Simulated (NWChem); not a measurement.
A series in which one site is exchanged, each optimised at PBE0/def2-SVP with NWChem, gas phase unless a solvent is named. Some are not confirmed as minima by frequencies. def2 effective core potentials on Zr; no spin-orbit coupling.

A: [F][ZrH2][F] (ZrH₂F₂; site = Zr)
B: [F][TiH2][F] (TiH$_{2}$F$_{2}$; site = Ti)
C: FCF (CH2F2; site = C)
D: [F][GeH2][F] (GeH2F2; site = Ge)

```tsv
quantity	A	B	C	D
dipole (D), PBE0/def2-SVP	0.26	(withheld)	1.80	2.58
orbital gap (eV), PBE0/def2-SVP	6.36	(withheld)	11.85	10.22
static polarisability, B3LYP/def2-SVPD (bohr³)	44.6	(withheld)	17.7	30.1
lowest singlet excitation, B3LYP/def2-SVPD, TDA (eV)	4.26	(withheld)	9.04	8.11
```

Fill in the missing entries.


- dipole (D), PBE0/def2-SVP, B: 0.29
- orbital gap (eV), PBE0/def2-SVP, B: 6.16
- static polarisability, B3LYP/def2-SVPD (bohr³), B: 39.2
- lowest singlet excitation, B3LYP/def2-SVPD, TDA (eV), B: 3.43
